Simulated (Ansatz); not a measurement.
# Match the barriers

Saddle point of CH6ClSi, doublet (SiH₃Cl ([SiH3][Cl]) + CH₃ → SiH₂Cl ([SiH2][Cl]) + CH₄; bonds formed: H1–C4; bonds broken: H1–Si2), PBE0-D4/def2-TZVP structure:

```json
{"atom": "H1", "x (Å)": "0.0469", "y (Å)": "0.0859", "z (Å)": "0.1461"}
{"atom": "Si2", "x (Å)": "0.7340", "y (Å)": "0.0560", "z (Å)": "-1.2912"}
{"atom": "Cl3", "x (Å)": "-0.3709", "y (Å)": "-1.2099", "z (Å)": "-2.4827"}
{"atom": "C4", "x (Å)": "-0.7455", "y (Å)": "0.0391", "z (Å)": "1.5675"}
{"atom": "H5", "x (Å)": "0.7345", "y (Å)": "1.4006", "z (Å)": "-1.9216"}
{"atom": "H6", "x (Å)": "2.1213", "y (Å)": "-0.4691", "z (Å)": "-1.2206"}
{"atom": "H7", "x (Å)": "-0.0677", "y (Å)": "-0.5736", "z (Å)": "2.1497"}
{"atom": "H8", "x (Å)": "-0.7824", "y (Å)": "1.0948", "z (Å)": "1.8084"}
{"atom": "H9", "x (Å)": "-1.6701", "y (Å)": "-0.4237", "z (Å)": "1.2444"}
```

Computed with Ansatz 0.2.0 (basis: def2-TZVPP, with def2-QZVPP for the basis limit); correlated methods freeze the cores; orbitals are unrestricted. B3LYP uses VWN-RPA correlation. Extrapolation: Hartree–Fock as exp(−7.88 √X), correlation as X^−2.97. Four methods, as single points on the PBE0-D4 structures, gave these electronic barriers from the start structure: 3.27, 5.70, 9.35, 18.49 kcal/mol.

Task: The methods were, in alphabetical order, B3LYP-D4, BLYP-D4, CCSD(T), HF. Which gave which? (A judgement: the text doesn't fix the answer.)

Result: Computed: BLYP-D4 3.27; B3LYP-D4 5.70; CCSD(T) 9.35; HF 18.49 kcal/mol. For comparison, CCSD(T) at an estimated basis limit (MP2 extrapolated from triple and quadruple zeta, plus CCSD(T) − MP2 in triple zeta) gives 8.95 kcal/mol.

T1 diagnostic: at most 0.014. ⟨S²⟩ of the unrestricted Hartree–Fock references: 0.75 to 0.78 (a pure state has 0.75). The start structure is not quite a true minimum (one mode of 34i cm⁻¹). The end structure is not quite a true minimum (one mode of 38i cm⁻¹).

Radical steps of this kind take place in plasma deposition and etching.

Labels in which every atom is bracketed show which atoms are joined, not bond orders.

For scale, one of the runs: CCSD(T)/def2-TZVPP, 199 basis functions, launched by `ansatz run in.yaml --threads 4 --pin off --events-out ev --progress --plain --max-ram 9574MiB`. The run took 2.9 min on 4 CPU threads of an Arm Neoverse N1 (shared host), with 5.7 GiB of host memory at its peak.
